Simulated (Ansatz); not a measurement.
Rutile PbO2 was calculated with r²SCAN+SOC (PAW; Ansatz, a program for electronic structure).

Settings: plane-wave cutoff 560 eV, 12×12×16 k mesh (along the axes of the cell as run), Fermi–Dirac smearing 0.05 eV, PAW data made under PBE.

Computed at the level's own relaxed cell.

Estimate the bulk modulus B0, equilibrium volume per atom and equilibrium lattice constant a that the calculation returns.


bulk modulus B0: 134 GPa
equilibrium volume per atom: 14.07 Å³/atom
equilibrium lattice constant a: 4.983 Å

Measured, for comparison: lattice constant a 4.958 Å (room temperature, not corrected to a static lattice, our sources range from 4.950 to 4.958; as tabulated in Hiroi (2015), arXiv:1503.02262). Computed (rounded) less measured: lattice constant a +0.5 % (+0.5 % to +0.7 % over the range).

Note: the bulk modulus comes from volumes at which shape and atoms were relaxed.

Static lattice: no zero-point or thermal effects.

It cost about 6 core-hours (a rough figure) of CPU time.
